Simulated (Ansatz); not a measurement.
`FC1=NCS1` and `C1=NCS1` differ in one atom or group.

Ansatz, PBE0-D4/def2-TZVP geometries, multiplicity 1. 

```tsv
property	`FC1=NCS1`
size of the dipole moment (ωB97M-V/def2-TZVPP) / D	2.14
LUMO energy (PBE0/def2-TZVPP) / eV	-0.93
size of the dipole moment (B3LYP/def2-TZVPP) / D	2.15
size of the dipole moment (PBE/def2-TZVPP) / D	1.99
zero-point energy (PBE0-D4/def2-TZVP) / kJ/mol	110.1
HOMO energy (ωB97M-V/def2-TZVPP) / eV	-9.80
```

(1) Give the same properties after the change, and the shifts. (Best estimate.)

Answers

(1) Computed: 
| property | `C1=NCS1` | shift |
| --- | --- | --- |
| size of the dipole moment (ωB97M-V/def2-TZVPP) / D | 0.93 | -1.21 |
| LUMO energy (PBE0/def2-TZVPP) / eV | -0.55 | 0.38 |
| size of the dipole moment (B3LYP/def2-TZVPP) / D | 0.96 | -1.19 |
| size of the dipole moment (PBE/def2-TZVPP) / D | 0.94 | -1.05 |
| zero-point energy (PBE0-D4/def2-TZVP) / kJ/mol | 128.8 | 18.7 |
| HOMO energy (ωB97M-V/def2-TZVPP) / eV | -9.36 | 0.44 |

Dipoles are sizes alone; their direction can turn.

B3LYP here is the variant with VWN-RPA as its local correlation; programs differ in this.
